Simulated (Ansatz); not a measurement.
Take a crystal in which Sr has been replaced by Ba on all its sites, with the cell rescaled by a rough guess (in some cases also distorted within its space group) and nothing relaxed:

```cif
data_structure
_symmetry_space_group_name_H-M 'P 1'
_symmetry_Int_Tables_number 1
_cell_length_a 4.4281
_cell_length_b 4.4281
_cell_length_c 4.9783
_cell_angle_alpha 90.000
_cell_angle_beta 90.000
_cell_angle_gamma 120.000
_cell_volume 84.53
loop_
_atom_site_label
_atom_site_type_symbol
_atom_site_fract_x
_atom_site_fract_y
_atom_site_fract_z
_atom_site_occupancy
Ba1 Ba 0.66667 0.33333 0.00000 1
Cu1 Cu 0.00000 0.00000 0.50000 1
Ge1 Ge 0.33333 0.66667 0.50000 1
```

All numbers below come from DFT PBEsol, scalar-relativistic, plane waves, PAW (Ansatz).

Plane waves to 420 eV, a k mesh through Γ of 12×12×8 on the computed 3-atom cell and Gaussian smearing (0.10 eV); no spin polarisation.

(1) Will this cell want to expand or contract, and how hard?

(2) Is it a metal on this mesh?

(3) What is its energy against the elements in their standard states?

Spin-orbit coupling is left out, which matters for the bands of heavy elements.

## Answers

(1) The pressure is -5.0 GPa (positive in compression), so the cell would contract.

(2) Yes, a band crosses the Fermi level.

(3) -0.304 eV/atom at this unrelaxed geometry, with the elements in the same functional.